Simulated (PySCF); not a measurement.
# Frontier orbitals and the lowest excitations

Species: C5H9N.
Cartesian coordinates in Å at the PBE0-D3(BJ)/def2-SVP level; atoms count from 1:
```
atom  x, y, z in Å
C1     2.9982   -0.0747   -0.1836
C2     1.8606   -0.4916   -0.1595
C3     0.4783   -0.9501   -0.1223
C4    -0.5274    0.1892    0.0932
C5    -1.9405   -0.3598    0.1956
N6    -0.4390    1.1050   -1.0274
H7     4.0120    0.2785   -0.2082
H8     0.3653   -1.6984    0.6796
H9     0.2353   -1.4527   -1.0743
H10   -0.2691    0.6609    1.0669
H11   -2.2117   -0.8885   -0.7311
H12   -2.0424   -1.0521    1.0450
H13   -2.6657    0.4559    0.3413
H14    0.5164    1.4480   -1.1196
H15   -1.0277    1.9192   -0.8651
```

Method: PySCF 2.14.0, density-fitted response routines, TDDFT CAM-B3LYP/def2-SVPD, vertical, gas phase, core orbitals frozen in the response.

Kohn–Sham orbitals with the atoms that hold most of them (Löwdin shares over 4%, at most four atoms; ? is withheld):

```
orbital  ε (eV)                            atoms
 LUMO+2    2.03  C2 14%, C1 12%, C3 10%, H15 10%
 LUMO+1    1.89    C1 36%, H7 13%, C5 11%, C2 9%
   LUMO    1.30                                ?
   HOMO   -8.46                                ?
 HOMO-1   -9.14     C1 41%, C2 39%, C3 8%, H7 4%
 HOMO-2   -9.26     C1 37%, C2 36%, C3 6%, C4 6%
 HOMO-3  -11.55  C5 24%, C4 18%, C3 12%, H11 11%
```

Problem. Which atoms hold the LUMO, and with what shares?

Solution. C5 (bonded to C and 3 H) 14%; C1 (bonded to C and H) 12%; C4 (bonded to 2 C, N and H) 9%; C2 (bonded to 2 C) 8%.

Problem. Give the leading atoms of the HOMO.

Solution. N6 (bonded to C and 2 H) 58%; C4 (bonded to 2 C, N and H) 13%; H10 (bonded to C) 7%; H15 (bonded to N) 5%. By element: nitrogen 58%, carbon 13% or more, hydrogen 12% or more.

Problem. How does S1 compare with the orbital gap of 9.76 eV?

Solution. S1 is at 6.49 eV (f = 0.0001), 3.27 eV below the gap, made of HOMO-1→LUMO+2 (28%), HOMO-1→LUMO+4 (24%), HOMO-2→LUMO+3 (14%). Its leading pair isn't HOMO and LUMO; the energies of that pair differ by 11.18 eV. Without the coupling terms of the response equations the lowest excitation would equal the gap.

Next come S2 at 6.57 eV (f 0.0095), HOMO→LUMO (74%); S3 at 6.78 eV (f 0.0019), HOMO-1→LUMO+3 (37%), HOMO-2→LUMO+2 (14%), HOMO-2→LUMO+4 (14%); S4 at 6.81 eV (f 0.0012), HOMO-2→LUMO+3 (54%), HOMO→LUMO+3 (10%); S5 at 7.55 eV (f 0.034), HOMO-1→LUMO (61%), HOMO-1→LUMO+1 (28%).

Löwdin shares depend on the basis, the more so with diffuse functions.

One conformer stands for the species.
